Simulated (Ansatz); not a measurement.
A calculation on double-hcp La returned lattice constant a 3.741 Å, lattice parameter c 11.929 Å, equilibrium volume per atom 36.15 Å³/atom.

For reference: lattice constant a 3.774 Å (measured, 293 K, no zero-point or thermal correction; as tabulated in Wikipedia's data pages); lattice parameter c 12.171 Å (measured, 293 K, no zero-point or thermal correction; as tabulated in Wikipedia's data pages).

Question: Which level of theory produced these numbers?
A) r²SCAN+rVV10 (Ansatz (a quantum-chemistry and plane-wave program))
B) PBE (Ansatz)
C) PBEsol+SOC (Ansatz)
D) PBEsol (Ansatz)

Answer: A, r²SCAN+rVV10 (Ansatz)

The others give: PBEsol+SOC 3.660 Å, 11.727 Å, 34.00 Å³/atom; PBEsol 3.658 Å, 11.724 Å, 33.96 Å³/atom; PBE 3.767 Å, 12.086 Å, 37.13 Å³/atom.

Unless a cell is named, each level is at its own relaxed cell (PBE 37.13, PBEsol 33.96, PBEsol+SOC 34.00, r²SCAN+rVV10 36.15 Å³/atom).

Ansatz's density-functional and Hartree–Fock values are scalar-relativistic unless marked +SOC, with PAW data made under PBE.
